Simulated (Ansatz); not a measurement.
fcc Ir, treated with r²SCAN (plane waves, PAW; Ansatz, a first-principles code).

Settings: plane-wave cutoff 500 eV, 3×3×3 k mesh, Fermi–Dirac smearing 0.1 eV, cell of 256 sites, scalar-relativistic PAW data made under PBE.

Problem. Estimate the vacancy formation energy and vacancy formation energy before relaxation that the calculation returns.

Solution. 
vacancy formation energy: 1.58 eV
vacancy formation energy before relaxation: 1.74 eV

Note: energies are extrapolated to zero smearing, and mesh and cell size move such values by some hundredths of an eV or more.

Spin–orbit coupling is not included.

Static lattice: no zero-point or thermal effects.
